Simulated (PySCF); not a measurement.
# Fractional electron number in Cl (chlorine, neutral)

The 3p beta orbital of [Ne] 3s2 3p5 is emptied in steps (occupation f), with all orbitals relaxed, ending at [Ne] 3s2 3p4. Computed with PySCF 2.14 in jorge-DZP-DKH, with the spin-free X2C one-electron Hamiltonian (Gaussian nucleus). The exact energy is a straight line in f; departures are measured from the line between the end points of the same method.

```json
{"f": "1", "UHF (eV)": "0.000", "LDA (eV)": "0.000", "PBE (eV)": "0.000", "PBE0 (eV)": "0.000", "r2SCAN (eV)": "0.000", "LC-wPBE (eV)": "0.000", "BHandHLYP (eV)": "0.000", "wB97X (eV)": "0.000", "MN15 (eV)": "0.000", "TPSS (eV)": "0.000"}
{"f": "0.8", "UHF (eV)": "0.183", "LDA (eV)": "-0.822", "PBE (eV)": "-0.797", "PBE0 (eV)": "-0.555", "r2SCAN (eV)": "-0.743", "LC-wPBE (eV)": "-0.095", "BHandHLYP (eV)": "-0.328", "wB97X (eV)": "-0.158", "MN15 (eV)": "-0.439", "TPSS (eV)": "-0.770"}
{"f": "0.6", "UHF (eV)": "0.266", "LDA (eV)": "-1.237", "PBE (eV)": "-1.195", "PBE0 (eV)": "-0.831", "r2SCAN (eV)": "-1.105", "LC-wPBE (eV)": "-0.139", "BHandHLYP (eV)": "-0.495", "wB97X (eV)": "-0.236", "MN15 (eV)": "-0.650", "TPSS (eV)": "-1.152"}
{"f": "0.4", "UHF (eV)": "0.258", "LDA (eV)": "-1.240", "PBE (eV)": "-1.192", "PBE0 (eV)": "-0.827", "r2SCAN (eV)": "-1.089", "LC-wPBE (eV)": "-0.133", "BHandHLYP (eV)": "-0.499", "wB97X (eV)": "-0.236", "MN15 (eV)": "-0.639", "TPSS (eV)": "-1.148"}
{"f": "0.2", "UHF (eV)": "0.168", "LDA (eV)": "-0.827", "PBE (eV)": "-0.791", "PBE0 (eV)": "-0.548", "r2SCAN (eV)": "-0.710", "LC-wPBE (eV)": "-0.084", "BHandHLYP (eV)": "-0.335", "wB97X (eV)": "-0.160", "MN15 (eV)": "-0.416", "TPSS (eV)": "-0.761"}
{"f": "0", "UHF (eV)": "0.000", "LDA (eV)": "0.000", "PBE (eV)": "0.000", "PBE0 (eV)": "0.000", "r2SCAN (eV)": "0.000", "LC-wPBE (eV)": "0.000", "BHandHLYP (eV)": "0.000", "wB97X (eV)": "0.000", "MN15 (eV)": "0.000", "TPSS (eV)": "0.000"}
```

For r2SCAN, how does the orbital energy at f = 1 compare with the removal energy?

−ε = 8.339 eV against a total-energy difference of 13.013 eV. By Janak's theorem ε = ∂E/∂f, so the gap between them reflects the curvature. Along the path −ε is 10.252 (f = 0.8), 12.155 (f = 0.6), 14.018 (f = 0.4), 15.774 (f = 0.2) eV.

```tsv
method	E(f=0) − E(f=1) (eV)	−ε at f=1 (eV)	−ε at f=0.4 (eV)
UHF	11.774	12.952	11.522
LDA	13.197	8.073	14.220
PBE	12.954	7.971	13.968
PBE0	12.950	9.473	13.662
r2SCAN	13.013	8.339	14.018
LC-wPBE	13.040	12.436	13.181
BHandHLYP	12.871	10.830	13.269
wB97X	12.998	12.011	13.188
MN15	13.047	10.279	13.645
TPSS	12.948	8.135	13.933
```

Reference removal energy between the ground levels: 12.968 eV (measured; NIST Atomic Spectra Database, ionization energies). The calculation has no spin-orbit coupling. UHF lacks correlation.
